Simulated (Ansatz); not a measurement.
Compare A (`O=C1CCSC1`) with its isomer B (`C#COCCS`).

Isolated molecules relaxed with PBE0-D4/def2-TZVP in Ansatz; ΔE leaves out vibrations. CBS: MP2 limit from def2 TZ/QZ plus the TZ coupled-cluster correction, frozen cores. DFT in def2-TZVPP. B3LYP here is the variant with VWN-RPA as its local correlation; programs differ in this. One conformer a species, not always the lowest.

A:

Z-matrix (Å, degrees):
```
C
C 1 1.515
C 1 1.515 2 108.3
H 1 1.096 2 106.4 3 118.5
H 1 1.091 2 109.7 3 -125.3
C 2 1.524 1 112.0 3 -17.8
O 2 1.199 1 125.0 3 162.2
S 3 1.818 1 105.6 2 36.0
H 3 1.089 1 113.3 2 154.0
H 3 1.093 1 111.5 2 -83.4
H 6 1.090 2 109.8 1 -130.0
H 6 1.095 2 108.2 1 112.3
```

B:

```xyz
12

C    -2.173   -0.747    1.546
C    -0.997   -0.873    1.342
O     0.270   -1.022    1.144
C     0.737   -0.606   -0.157
C     0.722    0.898   -0.286
S     1.364    1.433   -1.888
H    -3.212   -0.647    1.746
H     1.750   -0.998   -0.234
H     0.110   -1.077   -0.920
H    -0.282    1.295   -0.127
H     1.380    1.346    0.460
H     0.332    0.998   -2.628
```

Question: Which is lower in electronic energy at CCSD(T)/CBS, and by how much? (Best estimate.)

Answer: Computed: A, by 62.2 kcal/mol.

Question: Give E(B) − E(A) in kcal/mol with MP2/def2-TZVPP, B2PLYP, HF/def2-TZVPP, CCSD(T)/def2-TZVPP, B3LYP-D4, CCSD/def2-TZVPP, ωB97M-V. (Best estimate.)

Answer: Ansatz gave: MP2/def2-TZVPP 63.1, B2PLYP 60.4, HF/def2-TZVPP 59.1, CCSD(T)/def2-TZVPP 62.1, B3LYP-D4 60.9, CCSD/def2-TZVPP 61.7, ωB97M-V 63.6. None reverses the order clearly.

Largest T1 diagnostic: 0.013.

In def2-TZVPP, CCSD(T) changes the Hartree–Fock value by +3.0 kcal/mol (the triples alone add +0.3 kcal/mol) and MP2 by +4.0 kcal/mol. The D4 term adds +1.8 kcal/mol with B3LYP and +0.9 kcal/mol with PBE0; it sums over pairs of atoms, weighted by their polarisabilities, and B3LYP, whose exchange is more repulsive, gets the larger term.
